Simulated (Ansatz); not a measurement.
Basis-set extrapolation for AlFH4Si, SMILES `F[SiH2][AlH2]` (PBE0-D4/def2-TZVP geometry, frozen core, Ansatz). Multiplicity 1, RHF reference.

```tsv
	def2-TZVPP	def2-QZVPP
HF	-632.720135	-632.741542
MP2 correlation	-0.452863	-0.493063
CCSD(T) correlation	-0.503902	not run
```

Energies in hartree. Use E(X) = E(∞) + A·exp(−7.88·√X) for Hartree–Fock and E(X) = E(∞) + B·X^(−2.97) for correlation, with X = 3 and 4, and add CCSD(T) minus MP2 of the smaller set to the MP2 limit.

**Question.** What is the CCSD(T) energy at the basis-set limit?

**Answer.** HF limit: -632.741542 + (-0.021407) × 0.13774 = -632.74449. MP2 limit: -0.493063 + (-0.040200) × 0.74074 = -0.52284. Higher-order term: -0.503902 − (-0.452863) = -0.05104. Total: -633.31837 hartree, 59.2 kcal/mol below CCSD(T)/def2-TZVPP.
